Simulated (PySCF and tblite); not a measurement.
The numbers below are computed, except where a source is named.
C4H6, numbered as in [CH2:1]=[CH:2][CH:3]=[CH2:4].

Level: PBE0-D3(BJ)/def2-TZVP//PBE0-D3(BJ)/def2-SVP, thermal terms from GFN2-xTB, symmetry numbers and mirror pairs counted. Conformers within 4 kcal/mol (GFN2-xTB free energy) were kept, 5 at most. Programs: PySCF with density fitting and tblite.

Torsions listed: C1–C2–C3–C4. Of a mirror pair one member is shown.

```csv
conformer,shape,symmetry,dipole D
1,27°,C2 (pair),0.10
2,180°,C2h,0.00
```

Problem. Which of these conformers is the most populated at 298.15 K, and with what share?

Solution. Conformer 2, about 99 %.

Problem. Give the DFT energies and free energies relative to the lowest, and all weights.

Solution. 
| conformer | shape | E(DFT) kcal/mol | G(298.15 K) kcal/mol | weight % |
| --- | --- | --- | --- | --- |
| 1 | 27° | 3.49 | 2.86 | 0.8 |
| 2 | 180° | 0.00 | 0.00 | 99.2 |

Problem. How does its share change from 200 K to 400 K?

Solution. From 100 % to 97 %; the mixing entropy goes from 0.01 to 0.34 cal/(mol K).
